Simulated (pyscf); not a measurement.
[HO–Nb(OH)(Cl)–Cl]• → O=Nb(OH)(Cl)–Cl + H• (bond scission; doublet surface; H–O broken, none formed). Structures and frequencies: ωB97X-D3(BJ)/def2-SVP in PySCF. Energies in eV from the reactant's lowest minimum found.

```csv
level,barrier,reaction energy
ωB97X-D3(BJ)/def2-TZVP,2.19,+1.73
PBE/def2-TZVP,1.53,+1.28
B3LYP-D3(BJ)/def2-TZVP,[?],+1.68
PBE0-D3(BJ)/def2-TZVP,[?],[?]
M06-2X/def2-TZVP,2.35,+1.88
HF/def2-TZVP,3.37,+2.27
```

Task: Some entries are withheld; supply them.

Result: 
- B3LYP-D3(BJ)/def2-TZVP, barrier: 1.95
- PBE0-D3(BJ)/def2-TZVP, barrier: 1.99
- PBE0-D3(BJ)/def2-TZVP, reaction energy: +1.65

The functionals in the table span 0.82 eV in this barrier, from PBE to M06-2X. At the saddle there is also a short H–Nb contact that neither side keeps, so another atom assists the step. This saddle turned up in a search for another step; its sides and bond changes are read from the two ends of the descent. The same reactants have a lower exit, to [O=Nb(Cl)–Cl]• + H₂O (barrier +1.65 eV at ωB97M-D3(BJ)/def2-TZVP, against +2.24 eV here). One saddle was located; it need not be the lowest between these sides. Open-shell species with a d-block atom are single-reference here; other states, and whether the spin sits on metal or ligand, were not checked. Elements past Kr carry the def2 core potentials, without spin-orbit coupling.
